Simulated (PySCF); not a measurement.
**Telling isomers of C₄H₄O₂ apart by NMR**

PySCF calculation with structure optimised with PBE0-D3(BJ)/def2-SVP, B3LYP/pcJ-1 coupling constants (spin–dipole term left out of most H,H and C,H couplings) and NMR shieldings at PBE0/pcSseg-1/GIAO; one computed conformer, equivalent nuclei averaged, isolated molecule, non-relativistic.

Referencing at the same level of theory: 1H and 13C vs TMS. Multiplet labels drop J under 1 Hz and among equivalent protons, and merge close values. Unscaled 3J(H,H) run several per cent high. Shifts are as computed. Against solution values, carbons near 30 ppm lie about +2 ppm off and those near 130 ppm about +5 ppm. Of 1211 compounds with measured shifts, 218 miss one by over three times the rms of a fit or turn the order of signals round; such compounds aren't used in these exercises. OH and NH positions are gas-phase values without hydrogen bonding to other molecules.

(1) Tabulate the signals of `O=C1CC=CO1`, `Oc1ccco1` and their relative energies.

(2) What is the quickest way to tell O=C1CC=CO1 from Oc1ccco1?

## Answers

(1) 
| SMILES | carbon types | δC | δH | E rel. (kcal/mol) |
| --- | --- | --- | --- | --- |
| O=C1CC=CO1 | 1×C 2×CH 1×CH2 | 177.0, 152.3, 109.3, 33.5 | 6.77 (dt, 1H), 5.50 (dt, 1H), 2.95 (t, 2H) | 0.0 |
| Oc1ccco1 | 1×C 3×CH | 162.7, 132.9, 119.3, 82.8 | 6.68 (dd, 1H), 6.43 (dd, 1H), 5.31 (dd, 1H), 4.31 (br s, 1H) | 10.9 |

Energies are electronic energies at PBE0/pcSseg-1 on these geometries, without zero-point or thermal terms, each for the one conformer computed, which needn't be the lowest.

(2) Both give the same number of carbon signals, but DEPT or the intensities differ. The first has an sp3 CH2 α to a carbonyl at 33.5 ppm, the second an aromatic CH at 82.8 ppm. Their most deshielded carbons lie at 177.0 and 162.7 ppm.
